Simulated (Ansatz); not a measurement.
HBN, quartet along the scale of all distances

Starting geometry (PBE0/def2-TZVP stationary point for this spin, not checked as a minimum):

```yaml
atoms:
  - { symbol: B, position_ang: [0.0000, -0.1852, 0.7730] }
  - { symbol: N, position_ang: [0.0000, 0.0874, -0.7050] }
  - { symbol: H, position_ang: [0.0000, 0.7718, 1.5065] }
```

From there all distances are scaled together; atoms are numbered as listed. Energies are in kcal/mol, counted from the starting geometry at the same level. Kohn–Sham curves are unrestricted where that lies lower.

Basis 6-31G; Ansatz 0.2.0. Only valence electrons are correlated (noble-gas cores frozen).

Unrestricted Kohn–Sham rows aren't spin-pure: their determinants' ⟨S²⟩ exceeds S(S+1) by up to 0.86, so they mix in states of higher spin.

In so small a basis the reference is far from its limit while semilocal and hybrid functionals are nearer theirs (RPA and double hybrids share much of the reference's basis error), so the functionals' errors here hold much of the reference's basis and frozen-core error, which can add to them or hide them.

Full CI is exact within this basis and frozen core; it isn't the basis-set limit.

```json
{"scale of all distances": "0.885", "full CI": "27.0", "PBE": "25.1", "r2SCAN": "24.1", "PBE0": "23.5", "B3LYP": "23.6", "BHLYP": "22.0", "wB97M-V": "23.2", "B2PLYP": "24.0", "RPA-PBE": "28.0"}
{"scale of all distances": "1.000", "full CI": "0.0", "PBE": "0.0", "r2SCAN": "0.0", "PBE0": "0.0", "B3LYP": "0.0", "BHLYP": "0.0", "wB97M-V": "0.0", "B2PLYP": "0.0", "RPA-PBE": "0.0"}
{"scale of all distances": "1.100", "full CI": "2.9", "PBE": "3.9", "r2SCAN": "4.8", "PBE0": "5.6", "B3LYP": "5.2", "BHLYP": "6.9", "wB97M-V": "5.8", "B2PLYP": "5.2", "RPA-PBE": "1.8"}
{"scale of all distances": "1.313", "full CI": "33.9", "PBE": "38.1", "r2SCAN": "40.2", "PBE0": "43.0", "B3LYP": "41.1", "BHLYP": "45.9", "wB97M-V": "43.3", "B2PLYP": "42.1", "RPA-PBE": "30.9"}
{"scale of all distances": "1.514", "full CI": "60.3", "PBE": "72.0", "r2SCAN": "73.6", "PBE0": "77.3", "B3LYP": "74.5", "BHLYP": "78.4", "wB97M-V": "75.9", "B2PLYP": "75.3", "RPA-PBE": "57.3"}
{"scale of all distances": "1.771", "full CI": "78.6", "PBE": "103.0", "r2SCAN": "103.4", "PBE0": "106.4", "B3LYP": "103.1", "BHLYP": "104.1", "wB97M-V": "102.0", "B2PLYP": "101.8", "RPA-PBE": "76.7"}
{"scale of all distances": "2.018", "full CI": "89.9", "PBE": "122.7", "r2SCAN": "120.3", "PBE0": "123.2", "B3LYP": "119.9", "BHLYP": "117.0", "wB97M-V": "119.0", "B2PLYP": "115.4", "RPA-PBE": "88.6"}
{"scale of all distances": "2.378", "full CI": "100.7", "PBE": "137.9", "r2SCAN": "131.7", "PBE0": "134.2", "B3LYP": "131.9", "BHLYP": "126.1", "wB97M-V": "130.5", "B2PLYP": "124.3", "RPA-PBE": "98.5"}
```

B2PLYP at 2.378 lies 23.5 kcal/mol (23 %) above the reference in this basis. wB97M-V at 2.378 lies 29.8 kcal/mol (30 %) above the reference in this basis. BHLYP at 2.378 lies 25.4 kcal/mol (25 %) above the reference in this basis. PBE0 at 2.378 lies 33.4 kcal/mol (33 %) above the reference in this basis.
